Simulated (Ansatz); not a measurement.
Species: C$_{2}$H$_{2}$, charge 1, doublet. C2H2+ (parent SMILES C#C, doublet).
B3LYP-D3(BJ)/def2-TZVP minimum from Ansatz (an electronic-structure program):
```xyz
4

C      0.0000     0.0000    -0.6217
C      0.0000     0.0000     0.6217
H      0.0000     0.0000     1.7012
H      0.0000     0.0000    -1.7012
```
Charge +1, spin multiplicity 2.

Hartree-Fock and CCSD correlation energies in hartree (Ansatz). Open shells are spin-unrestricted; no spin-orbit coupling. Correlated methods leave the cores frozen. No relativity.

```
basis    X      E(HF)  E(corr, CCSD)
-------  -  ---------  -------------
cc-pVTZ  3  -76.49010       -0.27126
cc-pVQZ  4  -76.49490       -0.28448
cc-pV5Z  5  -76.49601       withheld
```

### Question
Fit E(corr) = E∞ + A/X³ to X = 3 and 4, predict X = 5, and compare with the run.

### Answer
A = (-0.27126 - (-0.28448))/(1/27 - 1/64) = 0.6174; E∞ = -0.28448 - A/64 = -0.29413; at X = 5, E∞ + A/125 = -0.28919. The run gave -0.28858, 0.61 mEh above the prediction. The same form on X = 4 and 5 gives E∞ = -0.29288, 1.25 mEh above the first estimate.
